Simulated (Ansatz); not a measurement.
This Ansatz (a quantum-chemistry and plane-wave program) input (CCSD(T)/cc-pV(D+d)Z) gives -957.85047 Eh with 65 basis functions. A basis named .json is the Basis Set Exchange file of that set (core-valence sets with the plain set on hydrogen).

Ansatz 0.2 input:
```yaml
crystal:
  periodic: [false, false, false]
  atoms:
    - {symbol: C, position_ang: [0.15843431, -0.00360145, 0.66878908]}
    - {symbol: Cl, position_ang: [-0.06875929, 1.47284799, -0.15074332]}
    - {symbol: Cl, position_ang: [-0.03583858, -1.47140540, -0.17439705]}
    - {symbol: H, position_ang: [0.82755792, -0.00291530, 1.51465181]}
basis:
  gaussian:
    orbitals: cc-pV_D+d_Z.json
magnetization: {spin_polarized: true, initial_magnetization: 1}
correlation: {method: ccsd_t, electrons: outside_noble_gas}
```

Change:
```diff
- orbitals: cc-pV_D+d_Z.json
+ orbitals: cc-pV_Q+d_Z.json
```

Question: What does the run give now?

Answer: -958.09462 Eh (CCSD(T)/cc-pV(Q+d)Z, 213 functions), a change of -244.15 mEh.
